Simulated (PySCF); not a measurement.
## Level sweep

Species: ethylene carbonate, C3H4O3.
SMILES: `O=C1OCCO1`

PySCF, dipoles from the SCF density, polarisabilities from static response with core orbitals frozen. Geometry: PBE0-D3(BJ)/def2-SVP, one conformer, isolated molecule.

**Question.** How do dipole and polarisability depend on functional and basis here?

**Answer.** 

```json
{"level": "LDA/def2-SVPD", "μ (D)": "5.377", "error (%)": "+19.2", "α (Å³)": "6.90", "anisotropy (Å³)": "2.91"}
{"level": "PBE/def2-SVPD", "μ (D)": "5.244", "error (%)": "+16.3", "α (Å³)": "6.87", "anisotropy (Å³)": "2.92"}
{"level": "B3LYP/def2-SVPD", "μ (D)": "5.454", "error (%)": "+20.9", "α (Å³)": "6.63", "anisotropy (Å³)": "2.76"}
{"level": "PBE0/def2-SVPD", "μ (D)": "5.430", "error (%)": "+20.4", "α (Å³)": "6.54", "anisotropy (Å³)": "2.72"}
{"level": "BHandHLYP/def2-SVPD", "μ (D)": "5.658", "error (%)": "+25.5", "α (Å³)": "6.32", "anisotropy (Å³)": "2.58"}
{"level": "CAM-B3LYP/def2-SVPD", "μ (D)": "5.568", "error (%)": "+23.5", "α (Å³)": "6.53", "anisotropy (Å³)": "2.68"}
{"level": "wB97X-D/def2-SVPD", "μ (D)": "5.518", "error (%)": "+22.4", "α (Å³)": "6.51", "anisotropy (Å³)": "2.66"}
{"level": "LC-wPBE/def2-SVPD", "μ (D)": "5.552", "error (%)": "+23.1", "α (Å³)": "6.41", "anisotropy (Å³)": "2.63"}
{"level": "HF/def2-SVPD", "μ (D)": "5.913", "error (%)": "+31.1", "α (Å³)": "6.00", "anisotropy (Å³)": "2.35"}
{"level": "PBE0/6-31G*", "μ (D)": "5.229", "error (%)": "+15.9", "α (Å³)": "5.39", "anisotropy (Å³)": "2.63"}
{"level": "PBE0/def2-SVP", "μ (D)": "5.294", "error (%)": "+17.4", "α (Å³)": "5.36", "anisotropy (Å³)": "2.54"}
{"level": "PBE0/def2-TZVP", "μ (D)": "5.292", "error (%)": "+17.3", "α (Å³)": "6.25", "anisotropy (Å³)": "2.73"}
```

Reference dipole: 4.510 D (measured, unstated (gas or solution; conformer average); Muller, Mokrushina, Arlt, J. Chem. Eng. Data 57 (2012) 1231, supporting information). The anisotropy is √(½[(α1 − α2)² + (α2 − α3)² + (α3 − α1)²]). For the dipole, the smallest error is 15.9% (PBE0/6-31G*) and the largest 31.1% (HF/def2-SVPD). Even the closest misses by 16%. The dipole runs from 5.23 D (PBE0/6-31G*) to 5.91 D (HF/def2-SVPD). No reference polarisability is at hand; against PBE0 in the largest diffuse basis at hand (def2-SVPD) the other PBE0 rows deviate by 6-31G* -18%, def2-SVP -18%, def2-TZVP -5%. In one basis (def2-SVPD) the functionals order the polarisability from HF (lowest) to LDA (highest), a spread of 15%. With PBE0 the polarisability is 5.67 Å³ without diffuse functions (mean of 6-31G*, def2-SVP and def2-TZVP) and 6.54 Å³ with them (def2-SVPD). Measured values can belong to vibrating molecules; the computed ones are for one fixed geometry.
